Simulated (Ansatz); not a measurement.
## Property card for Ga

These are results of DFT PBEsol, scalar-relativistic, plane waves, PAW in Ansatz 0.2.0, not measurements.

Cutoff 420 eV; k points 8×8×8 on the computed 6-atom cell (Γ-centred); Gaussian smearing, width 0.10 eV; no spin polarisation.

The structure is relaxed at this level of theory with its symmetry kept. This form isn't the element's structure at ambient conditions.

```
CELL_PARAMETERS angstrom
-2.98416 2.98416 2.98416
2.98416 -2.98416 2.98416
2.98416 2.98416 -2.98416
ATOMIC_POSITIONS crystal
Ga 0.25000 0.62500 0.37500
Ga 0.37500 0.25000 0.62500
Ga 0.75000 0.87500 0.12500
Ga 0.12500 0.75000 0.87500
Ga 0.62500 0.37500 0.25000
Ga 0.87500 0.12500 0.75000
```

| Item | Value |
| --- | --- |
| Space group | I-43d (No. 220) |
| Volume per atom | 17.72 Å³ |
| Formation energy from the elements' standard states (uncorrected) | +0.021 eV/atom |
| Kohn–Sham band gap | none (metal) |
| Density of states at the Fermi level | 2.26 states/eV per cell |
| Löwdin character within 0.5 eV of the Fermi level | Ga 4p 72 %, Ga 4s 26 % |
| Bulk modulus | 60 GPa |
| Its pressure derivative | 5.0 |
| Bader charges (e) | Ga (6 in the cell) 0.00 |

Cost: 6 runs of about 3.7 core-minutes in all, on Arm Neoverse V1 (shared hosts).